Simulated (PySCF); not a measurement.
# Converging LiO⁺ in the basis (CCSD)

PySCF, UHF reference; triplet, unpaired electrons π ↑↑; De to Li⁺ + O without counterpoise correction. Frozen cores follow the default of each basis and core potential.

| basis | relativity | functions | Re (Å) | ωe (cm⁻¹) | De (eV) | frozen orbitals |
| --- | --- | --- | --- | --- | --- | --- |
| STO-3G | no relativity | 10 | 2.019 | 503 | n/a | 1 |
| x2c-SVPall | spin-free X2C | 23 | 2.121 | 344 | 0.55 | 1 |
| aug-cc-pVDZ | no relativity | 46 | 2.087 | 339 | 0.51 | 1 |

(1) How does each smaller set differ from the one with most functions, aug-cc-pVDZ?

Correlated steps freeze 1 core orbital. Correlated levels converge slowly with the basis: in double zeta they bind strong bonds too weakly, by up to about 1 eV, and carry superposition errors of some tenths. For an ion De counts to the pair picked by the measured ionisation energies or electron affinities, which need not be the lowest pair at this level. STO-3G is very small, so such numbers show the basis as much as the molecule. The state was picked by a PBE0 search and need not be the measured ground state.

Results:

(1) STO-3G: -6.8 pm, +48.4 % in ωe; x2c-SVPall: +3.4 pm, +1.5 % in ωe, +0.04 eV in De. All at CCSD; the set with most functions is neither the basis-set limit nor always the best. The rows treat relativity differently, so the differences are not basis effects alone.
